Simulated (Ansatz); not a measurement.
# SiH4 (SMILES [H][Si]([H])([H])[H]) at 6 levels

Wanted: a comparison of 6 runs (B3LYP/6-31G, PBE0/3-21G, UPBE0/3-21G, UPBE0/6-31G, BCCD(T)/6-31G, UCCSD(T)/6-31G) of SiH4. 

The results are computed with Ansatz 0.2.0.

51 further runs of the same task are left out: 51 set aside as unsound or not needed.

**1. The molecule**

The species is SiH4 (5 atoms), meant as a singlet with charge 0. SMILES: `[H][Si]([H])([H])[H]`. The H4–Si1 distance was set to 2.191 Å, away from the relaxed value. At this shape a bond of the SMILES string is far longer than usual.

Bond lengths: Si1–H2 1.461 Å, Si1–H3 1.461 Å, Si1–H5 1.461 Å. Angles: H2–Si1–H3 109.5°, H2–Si1–H5 109.5°, H3–Si1–H5 109.5°. A long bond or contact: Si1–H4 2.191 Å.

**2. The energy at B3LYP/6-31G (run 1)**

Input file job.yaml:

```yaml
basis:
  gaussian:
    orbitals: 6-31G
crystal:
  periodic: [false, false, false]
  atoms:
    - {symbol: Si, position_ang: [0.348392, -0.598430, 0.233003]}
    - {symbol: H, position_ang: [0.359632, -0.617820, 1.693793]}
    - {symbol: H, position_ang: [1.721782, -0.587130, -0.264847]}
    - {symbol: H, position_ang: [-0.696580, 1.196700, -0.465720]}
    - {symbol: H, position_ang: [-0.339898, -1.786880, -0.264577]}
hamiltonian:
  xc: {name: B3LYP}
accuracy: high
```

On the command line:

```
$ ansatz run job.yaml --threads 1 --pin off --max-ram 2610MiB --events-out events.jsonl --progress --plain --runs-dir runs
```

What it wrote:

```text
Warning: RAYON_NUM_THREADS=1 ignored (pool sized by the plan → 1); use --threads N
Functional definition: B3LYP
  name "B3LYP"
  parameter a0 = 0.2
  parameter ax = 0.72
  parameter ac = 0.81
  exchange = (1 - a0 - ax)*slater_x + ax*b88_x + a0*exact_x
  correlation = (1 - ac)*vwn_rpa_c + ac*lyp_c
477 factors; integrals over basis functions are off by at most 3.2e-9 eV
mean field evaluation 1: about -7939.7798 eV, gradient 5.6e0 eV
mean field evaluation 2: about -7939.8936 eV, gradient 1.4e0 eV
mean field evaluation 4: about -7939.9049 eV, gradient 7.5e-2 eV
mean field evaluation 8: about -7939.8995 eV, gradient 7.9e-5 eV
mean field -7939.89952892 eV, -291.7859258307 hartree, gradient 1.1e-8 eV, S^2 0.000000; 0 other end points of the search recorded, 0 dependent functions left out
reference -7939.89956239 eV, -291.7859270604 hartree; 9, 9 occupied and 12, 12 virtual orbitals, 477 factors
Total energy: -7939.89956239 eV, -291.7859270604 hartree
```

Run time: 0.64 s. Hardware: 1 thread of Intel Xeon Platinum 8488C (Sapphire Rapids), shared host.

**3. The energy at PBE0/3-21G (run 2)**

Input file in.yaml:

```yaml
crystal:
  periodic: [false, false, false]
  atoms:
    - {symbol: Si, position_ang: [0.348392, -0.598430, 0.233003]}
    - {symbol: H, position_ang: [0.359632, -0.617820, 1.693793]}
    - {symbol: H, position_ang: [1.721782, -0.587130, -0.264847]}
    - {symbol: H, position_ang: [-0.696580, 1.196700, -0.465720]}
    - {symbol: H, position_ang: [-0.339898, -1.786880, -0.264577]}
basis:
  gaussian:
    orbitals: 3-21G.json
accuracy: high
hamiltonian:
  xc: pbe0
```

The basis set 3-21G is read from a file made from the Basis Set Exchange's data (not shown).

On the command line:

```
$ ansatz run in.yaml --threads 1 --pin off --max-ram 2610MiB --events-out events.jsonl --progress --plain --runs-dir runs
```

What it wrote:

```text
Warning: RAYON_NUM_THREADS=1 ignored (pool sized by the plan → 1); use --threads N
Functional definition: PBE0
  name "PBE0"
  parameter a = 0.25
  parameter kappa = 0.804
  parameter beta = 0.06672455060314922
  exchange = (1 - a)*pbe_x(kappa = kappa, mu = beta*pi^2/3) + a*exact_x
  correlation = pbe_c(beta = beta)
420 factors; integrals over basis functions are off by at most 4.3e-9 eV
mean field evaluation 1: about -7894.6431 eV, gradient 3.4e0 eV
mean field evaluation 2: about -7894.6839 eV, gradient 1.1e0 eV
mean field evaluation 4: about -7894.6918 eV, gradient 7.5e-2 eV
mean field evaluation 8: about -7894.6823 eV, gradient 1.3e-4 eV
mean field -7894.68226697 eV, -290.1242221033 hartree, gradient 2.4e-8 eV, S^2 0.000000; 0 other end points of the search recorded, 0 dependent functions left out
reference -7894.68226889 eV, -290.1242221738 hartree; 9, 9 occupied and 12, 12 virtual orbitals, 420 factors
Total energy: -7894.68226889 eV, -290.1242221738 hartree
```

Run time: 0.56 s. Hardware: 1 thread of Intel Xeon Platinum 8488C (Sapphire Rapids), shared host.

Runs 3 to 5 aren't shown in full; the table further down has their settings and results.

**4. A single-point energy at UCCSD(T)/6-31G (run 6)**

Input file run.yaml:

```yaml
crystal:
  periodic: [false, false, false]
  atoms:
    - symbol: Si
      position_ang: [0.348392, -0.598430, 0.233003]
    - symbol: H
      position_ang: [0.359632, -0.617820, 1.693793]
    - symbol: H
      position_ang: [1.721782, -0.587130, -0.264847]
    - symbol: H
      position_ang: [-0.696580, 1.196700, -0.465720]
    - symbol: H
      position_ang: [-0.339898, -1.786880, -0.264577]
basis:
  gaussian:
    orbitals: 6-31G
magnetization:
  spin_polarized: true
correlation:
  method: ccsd_t
  frozen_orbitals: {H: 0, Si: 5}
accuracy: high
scf:
  omitted_lower_state_checks: [cluster_reference, increment]
```

On the command line:

```
$ ansatz run run.yaml --threads 1 --pin off --max-ram 2610MiB --events-out events.jsonl --progress --plain --runs-dir runs
```

What it wrote (excerpt; [...] marks lines left out):

```text
Warning: RAYON_NUM_THREADS=1 ignored (pool sized by the plan → 1); use --threads N
Functional definition: HF
  name "HF"
[...]
477 factors; integrals over basis functions are off by at most 3.2e-9 eV
[...]
mean field -7921.30384153 eV, -291.1025469236 hartree, gradient 4.7e-8 eV, S^2 0.167221; 3 other end points of the search recorded, 0 dependent functions left out
5 core orbitals not correlated: weight in the atoms' cores, before any rotation towards them, 1.000 or more for the frozen orbitals, at most 0.000 for the correlated occupied ones
reference -7921.30384153 eV, -291.1025469236 hartree; 4, 4 occupied and 12, 12 virtual orbitals, 477 factors
second order -1.71057718 eV of doubles, -0.00000000 eV of singles
cycle   1  -2.19164775 eV  change   -4.8e-1 eV  update   7.4e-2
[...]
cycle  22  -2.68515145 eV  change  -2.6e-10 eV  update  3.4e-10
perturbative correction -0.03919527 eV, -0.0014403998 hartree
Total energy: -7924.02818826 eV, -291.2026648192 hartree
Checks for a lower state left out: cluster_reference, increment
```

Run time: 0.3 s. Hardware: 1 thread of Intel Xeon Platinum 8488C (Sapphire Rapids), shared host.

**5. Overview of the runs**

```
run           level  frozen core orbitals  energy (Eh)  wall time
  1     B3LYP/6-31G                     –  -291.785927     0.64 s
  2      PBE0/3-21G                     –  -290.124222     0.56 s
  3     UPBE0/3-21G                     –  -290.124222     0.89 s
  4     UPBE0/6-31G                     –  -291.627452     0.96 s
  5   BCCD(T)/6-31G                     5  -291.202757     0.24 s
  6  UCCSD(T)/6-31G                     5  -291.202665      0.3 s
```

**6. Summary of results**

```
                                          quantity          value
                               run 6: total energy  -291.20266 Eh
run 6: correlation energy (5 core orbitals frozen)     -100.1 mEh
                             run 6: (T) correction      -1.44 mEh
          run 6: ⟨S²⟩ of the reference determinant          0.167
                              run 6: T1 diagnostic          0.057
```

In words: Totals of different functionals can't be ranked against each other. In run 5 the log says that unrestricted orbitals would lower the reference, so the values rest on an unstable closed-shell determinant (other closed-shell runs at this shape may share the fault). Spin contamination of the reference: run 6 ⟨S²⟩ = 0.17. All runs together took 3.6 s, the longest 0.96 s.
